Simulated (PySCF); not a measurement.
**LiP: from the state search to spectroscopic constants**

An exercise on one series of results from a longer session: the logs are not shown, and one member is left open.

Program: PySCF 2.14.0. Level of theory: Li aug-pcseg-1, P aug-pcseg-1, no relativity. These are calculated values, not measurements.

The first run:

A driver script around PySCF takes these settings:

```json
{
 "atoms": "Li, P",
 "charge": "0",
 "basis": "Li aug-pcseg-1, P aug-pcseg-1",
 "Hamiltonian": "no relativity",
 "basis functions": "40",
 "electrons treated": "18",
 "masses in u": "7.0160, 30.9738",
 "levels": "PBE0, PBE, r²SCAN, BLYP, M06-2X, PW91, ωB97X, HF, MP2, SCS-MP2, CCSD, CCSD(T)",
 "grid": "80 radial by 434 angular points",
 "occupations": "held fixed by the projection of orbital angular momentum",
 "dissociation limit": "Li + P, each in its ground configuration",
 "starting distance in angstrom": "2.350",
 "values of 2S to try": "0, 2, 4"
}
```

The run is started by

```console
$ OMP_NUM_THREADS=1 python dia.py task.json out
```

Among the steps run: Input; The PBE0 curve of the state that the search chose; Other states along the same grid; PBE; r²SCAN (meta-GGA); BLYP; M06-2X (hybrid meta-GGA); PW91; ωB97X (range-separated hybrid); UHF (mean field); Correlated methods on the Hartree–Fock reference.

One of the session's tables, all rows but one given; the rest of the session is left out.

It belongs to the step «The curves together». Energy (eV) from each level's lowest point:

```
R (Å)    UHF  UHF-MP2  UHF-SCS-MP2  UHF-CCSD  UHF-CCSD(T)
2.012  0.451    0.432        0.429       n/a          n/a
2.106  0.214    0.207        0.206     0.209        0.215
2.200  0.076    0.075        0.075     0.077        0.081
2.270  0.022    0.022        0.022     0.024        0.026
2.340      ?        ?            ?         ?            ?
2.410  0.004    0.002        0.002     0.000        0.000
2.504  0.041    0.034        0.032     0.029        0.027
2.621  0.123    0.107        0.104     0.098        0.092
2.761  0.252    0.231        0.227     0.210        0.203
2.948  0.423    0.481        0.486       n/a          n/a
```

**Question.** Estimate the row for R (Å) = 2.340.

Worked estimate for «UHF». A straight line through the neighbours (2.270, 0.022) and (2.410, 0.004) gives 0.022 + (0.004 − 0.022) × (2.340 − 2.270) / (2.410 − 2.270) = 0.013; a parabola fitted to 4 rows on both sides gives 0.001.

The run gave: UHF: 0.000; UHF-MP2: 0.000; UHF-SCS-MP2: 0.000; UHF-CCSD: 0.000; UHF-CCSD(T): 0.001. In «UHF» the line misses by +0.013 and the parabola by +0.001.
